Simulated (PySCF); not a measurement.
# What each rung costs and misses: atomization of SO, triplet

Geometry (MP2(full)/6-31G*, from the G2/97 set):

```tsv
atom	x (Å)	y (Å)	z (Å)
O	0.0000	0.0000	0.0000
S	0.0000	0.0000	1.5240
```

Measured, as an electronic atomization energy: 125.1 kcal/mol (G2/97 heats of formation of molecule and atoms, with zero-point and thermal terms from B3LYP taken off; Curtiss et al., J. Chem. Phys. 106, 1063 (1997), Staroverov et al., J. Chem. Phys. 119, 12129 (2003)). The measured value holds scalar relativity and spin–orbit coupling, which all computed ones lack, and core correlation, which the wave-function levels lack. Atoms are taken at the same level; beside RHF, RMP2 and RCC rows of closed shells they are unrestricted. PySCF 2.14.0; the 6-31G* set has Cartesian d functions; a miss is computed less measured; times are wall times on shared hosts and scatter by a factor of two or so; they hold the correlated step alone (with one SCF for RCCSD(T)), and functionals start from a converged Hartree–Fock density. B3LYP has the VWN-RPA form, and B2PLYP's MP2 part freezes the cores.

```
   level        basis  miss (kcal/mol)  time of the run      hardware
     RHF       STO-3G           -110.4                –             –
    RMP2       STO-3G            -56.8                –             –
RCCSD(T)       STO-3G            -49.7           0.26 s  1 CPU thread
     PBE       STO-3G              9.9            1.2 s  1 CPU thread
  r2SCAN       STO-3G             -3.0            1.9 s  1 CPU thread
  B2PLYP       STO-3G            -28.9            1.4 s  1 CPU thread
     RHF        6-31G           -138.8                –             –
    RMP2        6-31G            -56.2                –             –
RCCSD(T)        6-31G            -69.2           0.43 s  1 CPU thread
UCCSD(T)        6-31G            -69.1            0.4 s  1 CPU thread
  r2SCAN        6-31G            -40.5            3.2 s  1 CPU thread
 wB97M-V        6-31G            -49.3            9.7 s  1 CPU thread
     RHF       6-31G*            -89.1                –             –
     UHF       6-31G*            -84.8           0.79 s  1 CPU thread
    RMP2       6-31G*             -5.4                –             –
    UMP2       6-31G*            -12.3                –             –
RCCSD(T)       6-31G*            -21.5            1.8 s  1 CPU thread
  r2SCAN       6-31G*             -1.8            7.4 s  1 CPU thread
 wB97M-V       6-31G*             -7.3             19 s  1 CPU thread
     RHF  cc-pV(D+d)Z            -89.3                –             –
    UMP2  cc-pV(D+d)Z            -15.6                –             –
RCCSD(T)  cc-pV(D+d)Z            -24.4              3 s  1 CPU thread
UCCSD(T)  cc-pV(D+d)Z            -24.6            2.7 s  1 CPU thread
 wB97M-V  cc-pV(D+d)Z             -6.1             23 s  1 CPU thread
     UHF  cc-pV(T+d)Z            -74.1              4 s  1 CPU thread
RCCSD(T)  cc-pV(T+d)Z             -8.4             20 s  1 CPU thread
     PBE  cc-pV(T+d)Z             15.4              6 s  1 CPU thread
  r2SCAN  cc-pV(T+d)Z              6.5             13 s  1 CPU thread
   B3LYP  cc-pV(T+d)Z              0.2            6.8 s  1 CPU thread
 wB97M-V  cc-pV(T+d)Z              0.4             21 s  1 CPU thread
  B2PLYP  cc-pV(T+d)Z             -0.4            6.9 s  1 CPU thread
     RHF  cc-pV(Q+d)Z            -76.5                –             –
     UHF  cc-pV(Q+d)Z            -73.0             33 s  1 CPU thread
    UMP2  cc-pV(Q+d)Z              5.6                –             –
UCCSD(T)  cc-pV(Q+d)Z             -4.1          3.4 min  1 CPU thread
     PBE  cc-pV(Q+d)Z             16.2             12 s  1 CPU thread
  r2SCAN  cc-pV(Q+d)Z              7.2             22 s  1 CPU thread
   B3LYP  cc-pV(Q+d)Z              1.1             14 s  1 CPU thread
 wB97M-V  cc-pV(Q+d)Z              1.2             58 s  1 CPU thread
  B2PLYP  cc-pV(Q+d)Z              1.7             17 s  1 CPU thread
```

HF's time is that of a plain UHF run. A dash: the level came out of a higher level's run.

A composite of the best parts (unrestricted reference, at this geometry, which isn't the minimum of the high levels):

```csv
part,kcal/mol
"Hartree–Fock limit (T, Q; exp(−5.46 √X))",52.43
"CCSD(T) correlation limit (T, Q; X⁻³)",71.38
CCSDT − CCSD(T) (DZ),0.13
sum,123.9
sum less measured,-1.1
```
